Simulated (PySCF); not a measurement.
# BF (SMILES [B]F) at B3LYP/def2-TZVPPD

Aim: the vertical electron affinity of BF at B3LYP/def2-TZVPPD, from 2 runs. The job is set up through a Python script.

Program for the calculation: PySCF 2.14.0.

4 further runs of the same task are left out: 4 set aside as unsound or not needed.

### Step 1. Starting point

BF: 2 atoms, total charge 0, spin state singlet. As SMILES, `[B]F`. The coordinates come from a PBE0-D4/def2-TZVP relaxation.

Bond lengths: B1–F2 1.263 Å.

### Step 2. A single-point energy at B3LYP/def2-TZVPPD

input.py

```python
from pyscf import gto, dft

mol = gto.M(
    atom=[
    ('B', (0.000000, -0.000000, -0.009350)),
    ('F', (-0.000000, 0.000000, 1.253740)),
],
    max_memory=1860,
    verbose=3,
    basis='def2-tzvppd',
    charge=0,
)

mf = dft.RKS(mol, xc='b3lyp')
mf.conv_tol = 1e-10
mf.grids.level = 5
mf.kernel()
if not mf.converged:
    mf = mf.newton().run(mf.mo_coeff, mf.mo_occ)

energy = mf.e_tot
print('E = %.10f Eh' % energy)
```

On the command line:

```bash
OMP_NUM_THREADS=1 python input.py
```

What it wrote:

```text
converged SCF energy = -124.721247785454
E = -124.7212477855 Eh
```

Wall time 3.6 s (1 thread of Arm Neoverse V2, shared host); peak memory 0.35 GiB.

### Step 3. The doublet anion at the same level

run.py

```python
from pyscf import gto, dft

molecule = gto.Mole()
molecule.atom = [
    ('B', (0.000000, -0.000000, -0.009350)),
    ('F', (-0.000000, 0.000000, 1.253740)),
]
molecule.basis = 'def2-tzvppd'
molecule.charge = -1
molecule.max_memory = 1860
molecule.spin = 1
molecule.verbose = 4
molecule.build()

myscf = dft.UKS(molecule)
myscf.xc = 'b3lyp'
myscf.conv_tol = 1e-10
myscf.grids.level = 5
myscf.kernel()
if not myscf.converged:
    myscf = myscf.newton().run(myscf.mo_coeff, myscf.mo_occ)

e_final = myscf.e_tot
print(f'total energy: {e_final:.8f} hartree')
```

On the command line:

```bash
OMP_NUM_THREADS=1 python run.py
```

What it wrote:

```text
PySCF version 2.14.0

[INPUT] num. atoms = 2
[INPUT] num. electrons = 15
[INPUT] charge = -1
[INPUT] spin (= nelec alpha-beta = 2S) = 1
[INPUT] symmetry False subgroup None
[INPUT] Mole.unit = angstrom
[INPUT] Symbol           X                Y                Z      unit          X                Y                Z       unit  Magmom
[INPUT]  1 B      0.000000000000   0.000000000000  -0.009350000000 AA    0.000000000000   0.000000000000  -0.017668939265 Bohr   0.0
[INPUT]  2 F      0.000000000000   0.000000000000   1.253740000000 AA    0.000000000000   0.000000000000   2.369225231412 Bohr   0.0

nuclear repulsion = 18.8529514851673
number of shells = 27
number of NR pGTOs = 107
number of NR cGTOs = 77
basis = def2-tzvppd
ecp = {}

******** <class 'pyscf.dft.uks.UKS'> ********
method = UKS
initial guess = minao
damping factor = 0
level_shift factor = 0
DIIS = <class 'pyscf.scf.diis.CDIIS'>
diis_start_cycle = 1
diis_space = 8
diis_damp = 0
SCF conv_tol = 1e-10
SCF conv_tol_grad = None
SCF max_cycles = 50
direct_scf = True
direct_scf_tol = 1e-13
number electrons alpha = 8  beta = 7
XC library pyscf.dft.libxc version 7.0.0
    S. Lehtola, C. Steigemann, M. J.T. Oliveira, and M. A.L. Marques.,  SoftwareX 7, 1–5 (2018)
XC functionals = b3lyp
    P. J. Stephens, F. J. Devlin, C. F. Chabalowski, and M. J. Frisch.,  J. Phys. Chem. 98, 11623 (1994)
radial grids:
    Treutler-Ahlrichs [JCP 102, 346 (1995); DOI:10.1063/1.469408] (M4) radial grids

becke partition: Becke, JCP 88, 2547 (1988); DOI:10.1063/1.454033
pruning grids: <function nwchem_prune>
grids dens level: 5
symmetrized grids: False
atomic radii adjust function: <function treutler_atomic_radii_adjust>
small_rho_cutoff = 0
Set gradient conv threshold to 1e-05
tot grids = 87040
init E= -124.818078031156

[... the frontier-level lines of each cycle are left out ...]



cycle= 1 E= -124.621859347844  delta_E= 0.196  |g|= 0.357  |ddm|= 0.856
cycle= 2 E= -124.49120659997  delta_E= 0.131  |g|= 0.693  |ddm|= 23.9
cycle= 3 E= -124.681618558041  delta_E= -0.19  |g|= 0.037  |ddm|= 23.8
cycle= 4 E= -124.682794189676  delta_E= -0.00118  |g|= 0.0151  |ddm|= 0.128
cycle= 5 E= -124.682933075488  delta_E= -0.000139  |g|= 0.00663  |ddm|= 0.032
cycle= 6 E= -124.682956320271  delta_E= -2.32e-05  |g|= 0.0018  |ddm|= 0.0119
cycle= 7 E= -124.68296017476  delta_E= -3.85e-06  |g|= 0.000384  |ddm|= 0.00525
cycle= 8 E= -124.682960563146  delta_E= -3.88e-07  |g|= 0.000101  |ddm|= 0.00202
cycle= 9 E= -124.682960594418  delta_E= -3.13e-08  |g|= 2.27e-05  |ddm|= 0.000793
cycle= 10 E= -124.682960595098  delta_E= -6.8e-10  |g|= 6.4e-06  |ddm|= 9.46e-05
cycle= 11 E= -124.682960595143  delta_E= -4.55e-11  |g|= 8.15e-07  |ddm|= 2.64e-05
Extra cycle  E= -124.682960595144  delta_E= -8.81e-13  |g|= 6.78e-07  |ddm|= 4.81e-06
converged SCF energy = -124.682960595144  <S^2> = 0.75422877  2S+1 = 2.0042243
total energy: -124.68296060 hartree
```

Run time: 7.2 s. Hardware: 1 thread of Arm Neoverse V2, shared host; peak memory 0.36 GiB.

### Step 4. Results

At B3LYP/def2-TZVPPD:

| quantity | value |
| --- | --- |
| singlet BF: total energy | -124.72125 Eh |
| singlet BF: dipole moment | 0.97 D |
| singlet BF: HOMO energy | -7.85 eV |
| singlet BF: LUMO energy | -1.35 eV |
| singlet BF: HOMO–LUMO gap | 6.50 eV |
| doublet anion: total energy | -124.68296 Eh |
| doublet anion: HOMO energy (highest over α and β) | 3.30 eV |
| doublet anion: LUMO energy (lowest over α and β) | 4.19 eV |
| doublet anion: ⟨S²⟩ | 0.754 |
| vertical electron affinity (to the doublet anion) | -1.042 eV |

The anion lies 1.04 eV (101 kJ/mol) above the neutral: the electron isn't bound at this level, and such a value depends on the basis. The HOMO (doublet anion) lies at positive energy, 3.30 eV; only total energies tell whether the electron is bound.
